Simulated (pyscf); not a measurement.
## Four-centre exchange: `[OH][Ga]([OH])[F]` + `[FH]` → `[OH][Ga]([OH])[F]` + `[FH]`

Gas phase, singlet surface, charge 0. Bonds broken: Ga2–F7, F4–H8. Bonds formed: Ga2–F4, F7–H8. Optimised with ωB97X-D3(BJ)/def2-SVP in PySCF.

Transition state (Å):

```xyz
8

O     -0.9806     0.6732     1.2862
Ga    -0.7951     0.4899    -0.4581
O     -0.2390    -0.9497    -1.3182
F     -2.2196     1.4464    -1.3906
H     -0.7455    -0.1117     1.7929
H     -0.2039    -0.8726    -2.2776
F     -0.1563     2.1599    -1.2432
H     -1.2860     2.1249    -1.5058
```

One imaginary mode, 400i cm⁻¹; descent along it reached the two sides named, in the forms told below.

```csv
bond,change,reactant side (Å),saddle,product side
Ga2–F7,breaks,1.809,1.953,2.182
F4–H8,breaks,0.962,1.160,1.629
Ga2–F4,forms,2.182,1.953,1.809
F7–H8,forms,1.628,1.160,0.962
```

Electronic energies relative to the separated reactants (kcal/mol):

| level | barrier | reaction energy | reverse barrier |
|---|---|---|---|
| ωB97X-D3(BJ)/def2-TZVP | -8.1 | 0.0 | -8.1 |
| PBE/def2-TZVP | -9.3 | 0.0 | -9.3 |
| r²SCAN/def2-TZVP | -11.1 | 0.0 | -11.1 |
| B3LYP-D3(BJ)/def2-TZVP | -7.4 | 0.0 | -7.4 |
| PBE0-D3(BJ)/def2-TZVP | -8.8 | 0.0 | -8.8 |
| M06-2X/def2-TZVP | -10.5 | 0.0 | -10.5 |
| ωB97M-D3(BJ)/def2-TZVP | -7.7 | 0.0 | -7.7 |
| HF/def2-TZVP | 1.8 | 0.0 | 1.8 |

With ωB97M-D3(BJ)/def2-TZVP energies and thermal terms (ideal gas, 1 atm, RRHO with modes under 100 cm⁻¹ raised to 100, one conformer, R ln 2 for chiral ones without a mode under 150 cm⁻¹), in kcal/mol:

```csv
T (K),ΔH‡,ΔG‡,ΔH,ΔG
298,-8.7,1.3,0.0,0.0
600,-9.1,11.6,0.0,0.0
900,-8.9,21.9,0.0,0.0
1200,-8.5,32.2,0.0,0.0
```

On the reactant side the descent ends in an adduct with a F–Ga contact, 11.7 kcal/mol under the separated species and 3.6 kcal/mol under the saddle at ωB97X-D3(BJ)/def2-TZVP. On the product side the descent ends in an adduct with a F–Ga contact, 11.7 kcal/mol under the separated species and 3.6 kcal/mol under the saddle at ωB97X-D3(BJ)/def2-TZVP. At ωB97X-D3(BJ)/def2-TZVP, PBE, r²SCAN, B3LYP-D3(BJ), PBE0-D3(BJ), M06-2X, ωB97M-D3(BJ) the saddle lies under the separated reactants, which points to a path from their complex (located at ωB97X-D3(BJ) alone). At ωB97X-D3(BJ)/def2-TZVP, PBE, r²SCAN, B3LYP-D3(BJ), PBE0-D3(BJ), M06-2X, ωB97M-D3(BJ) the saddle lies under the separated products, which points to a path from their complex (located at ωB97X-D3(BJ) alone). What is counted as formed (F–Ga) is already present as a longer contact in the reactant adduct; forming that adduct is a step of its own. What is counted as broken (F–Ga) persists as a longer contact in the product adduct; parting that adduct is a step of its own. This is the saddle that the search found; another between the same sides may lie lower. Elements up to Kr have no core potential and no relativistic terms here.
